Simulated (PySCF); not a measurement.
**MgO (magnesium oxide) at FCI/STO-3G**

Aim: the vertical ionisation energy of MgO (magnesium oxide) at FCI/STO-3G, from 2 runs. 

The calculation is run with PySCF 2.14.0.

12 further runs of the same task are left out: 5 that didn't finish, 7 set aside as unsound or not needed.

**1. The system as given**

MgO has 2 atoms, charge 0, and is taken as a singlet. SMILES: `[O]=[Mg]`. The shape is that of a PBE0-D4/def2-TZVP optimisation.

Bond lengths: O1–Mg2 1.733 Å.

**2. A single-point energy at FCI/STO-3G**

File mol.xyz:

```xyz
2

O      0.000000     0.000000    -0.045320
Mg     0.000000     0.000000     1.687290
```

File calc.py:

```python
from pyscf import gto, mcscf
from pyscf import fci

system = gto.M(
    atom='mol.xyz',
    verbose=3,
    max_memory=1860,
    spin=0,
    charge=0,
    basis='sto-3g',
)

hf = system.RHF()
hf.conv_tol = 1e-10
hf.kernel()
if not hf.converged:
    hf = hf.newton().run(hf.mo_coeff, hf.mo_occ)

cas = mcscf.CASCI(hf, hf.mo_coeff.shape[-1] - 2, (system.nelec[0] - 2, system.nelec[1] - 2))  # full CI above the frozen core
cas.fcisolver = fci.direct_spin0.FCI(system)  # even spin states alone
cas.kernel()
print('<S^2> = %.4f' % cas.fcisolver.spin_square(cas.ci, cas.ncas, cas.nelecas)[0])
etot = cas.e_tot
print('Final energy', etot)
```

Launch:

```sh
$ OMP_NUM_THREADS=1 python calc.py
```

Output:

```text
converged SCF energy = -270.771043366062
CASCI E = -270.903986585879  E(CI) = -95.6563165414003  S^2 = 0.0000000
<S^2> = 0.0000
Final energy -270.9039865858787
```

Wall time 4.5 s (1 thread of Arm Neoverse V1, shared host); peak memory 0.17 GiB.

**3. The doublet cation**

File job.py:

```python
from pyscf import gto, scf, mcscf

mol = gto.M(
    atom=[
    ('O', (-0.000000, -0.000000, -0.045320)),
    ('Mg', (0.000000, 0.000000, 1.687290)),
],
    verbose=4,
    charge=1,
    spin=1,
    basis='sto-3g',
    max_memory=1860,
)

mf = scf.ROHF(mol)
mf.conv_tol = 1e-10
mf.kernel()
if not mf.converged:
    mf = mf.newton().run(mf.mo_coeff, mf.mo_occ)

cas = mcscf.CASCI(mf, mf.mo_coeff.shape[-1] - 2, (mol.nelec[0] - 2, mol.nelec[1] - 2))  # full CI above the frozen core
cas.fix_spin_(ss=0.75)
cas.kernel()
e_tot = cas.e_tot
print('E(%s) = %.9f' % ('FCI', e_tot))
```

Launch:

```sh
$ OMP_NUM_THREADS=1 python job.py
```

Output:

```text
PySCF version 2.14.0

[INPUT] num. atoms = 2
[INPUT] num. electrons = 19
[INPUT] charge = 1
[INPUT] spin (= nelec alpha-beta = 2S) = 1
[INPUT] symmetry False subgroup None
[INPUT] Mole.unit = angstrom
[INPUT] Symbol           X                Y                Z      unit          X                Y                Z       unit  Magmom
[INPUT]  1 O      0.000000000000   0.000000000000  -0.045320000000 AA    0.000000000000   0.000000000000  -0.085642387965 Bohr   0.0
[INPUT]  2 Mg     0.000000000000   0.000000000000   1.687290000000 AA    0.000000000000   0.000000000000   3.188515992717 Bohr   0.0

nuclear repulsion = 29.3205119722961
number of shells = 8
number of NR pGTOs = 42
number of NR cGTOs = 14
basis = sto-3g
ecp = {}

******** <class 'pyscf.scf.rohf.ROHF'> ********
method = ROHF
initial guess = minao
damping factor = 0
level_shift factor = 0
DIIS = <class 'pyscf.scf.diis.CDIIS'>
diis_start_cycle = 1
diis_space = 8
diis_damp = 0
SCF conv_tol = 1e-10
SCF conv_tol_grad = None
SCF max_cycles = 50
direct_scf = True
direct_scf_tol = 1e-13
num. doubly occ = 9  num. singly occ = 1
Set gradient conv threshold to 1e-05
init E= -270.426115735399
  HOMO = -0.44649021224196  LUMO = -0.0372960180655499  gap/eV = 11.13474
cycle= 1 E= -270.738535907037  delta_E= -0.312  |g|= 0.296  |ddm|= 1.71
  HOMO = -0.107145010152004  LUMO = -0.097155691640753  gap/eV = 0.27182
cycle= 2 E= -270.773089714112  delta_E= -0.0346  |g|= 0.113  |ddm|= 0.548
  HOMO = -0.235675361091691  LUMO = -0.0706598320515765  gap/eV = 4.49030
cycle= 3 E= -270.782388388175  delta_E= -0.0093  |g|= 0.028  |ddm|= 0.223
  HOMO = -0.226645935056648  LUMO = -0.0688867521876791  gap/eV = 4.29285
cycle= 4 E= -270.782864544494  delta_E= -0.000476  |g|= 0.00496  |ddm|= 0.05
  HOMO = -0.230075139196269  LUMO = -0.0687117473870972  gap/eV = 4.39092
cycle= 5 E= -270.782888433866  delta_E= -2.39e-05  |g|= 0.00156  |ddm|= 0.0102
  HOMO = -0.230653910510891  LUMO = -0.0686077260592279  gap/eV = 4.40950
cycle= 6 E= -270.78289171527  delta_E= -3.28e-06  |g|= 0.000286  |ddm|= 0.00479
  HOMO = -0.230729545705612  LUMO = -0.0685905523227444  gap/eV = 4.41203
cycle= 7 E= -270.782891858541  delta_E= -1.43e-07  |g|= 7.9e-05  |ddm|= 0.00106
  HOMO = -0.230811107025255  LUMO = -0.0685917899746726  gap/eV = 4.41421
cycle= 8 E= -270.782891867164  delta_E= -8.62e-09  |g|= 1.29e-05  |ddm|= 0.000256
  HOMO = -0.230818966125575  LUMO = -0.0685898122280729  gap/eV = 4.41448
cycle= 9 E= -270.7828918674  delta_E= -2.37e-10  |g|= 9.21e-07  |ddm|= 4.39e-05
  HOMO = -0.230818988265101  LUMO = -0.0685898624760076  gap/eV = 4.41448
cycle= 10 E= -270.782891867402  delta_E= -1.31e-12  |g|= 4.15e-08  |ddm|= 2.64e-06
  HOMO = -0.230818970653866  LUMO = -0.0685898602321396  gap/eV = 4.41448
Extra cycle  E= -270.782891867402  delta_E=    0  |g|= 7.95e-09  |ddm|= 3.59e-08
converged SCF energy = -270.782891867402

******** <class 'pyscf.mcscf.casci.CASCI'> ********
CAS (8e+7e, 12o), ncore = 2, nvir = 0
natorb = False
canonicalization = True
sorting_mo_energy = False
******** <class 'pyscf.fci.addons.SpinPenaltyFCISolver'> ********
max. cycles = 200
conv_tol = 1e-08
davidson only = True
linear dependence = 1e-12
level shift = 0.001
max iter space = 12
nroots = 1
pspace_size = 400
spin = None
Density matrix diagonal elements [1.99943873 1.99790078 1.99786493 1.99773374 1.99483111 1.98320684
 1.8862449  0.99707762 0.09582751 0.01853268 0.00676797 0.02457319]
CASCI converged
CASCI E = -270.848507793864  E(CI) = -95.6006287108339  S^2 = 0.7500000
E(FCI) = -270.848507794
```

It took 9.6 s on 1 thread of Arm Neoverse V1, shared host; peak memory 0.2 GiB.

**4. Results**

Level: FCI/STO-3G, 2 core orbitals frozen.

```
                                                    quantity          value
                                   singlet MgO: total energy  -270.90399 Eh
           singlet MgO: dipole moment (Hartree–Fock density)         5.13 D
            singlet MgO: HOMO energy (Hartree–Fock orbitals)       -3.08 eV
            singlet MgO: LUMO energy (Hartree–Fock orbitals)        8.09 eV
          singlet MgO: HOMO–LUMO gap (Hartree–Fock orbitals)       11.17 eV
    singlet MgO: correlation energy (2 core orbitals frozen)     -132.9 mEh
                                doublet cation: total energy  -270.84851 Eh
 doublet cation: correlation energy (2 core orbitals frozen)      -65.6 mEh
vertical ionisation energy (to the doublet cation), in doubt       1.510 eV
```

What this shows: Removing an electron at fixed nuclei costs 1.51 eV (146 kJ/mol). This value lies far from the orbital energy or is too small for a neutral ground state: the hole may sit in another orbital, or the first species is not in its lowest state. In a minimal basis such a difference can be off by several eV, whatever the method.
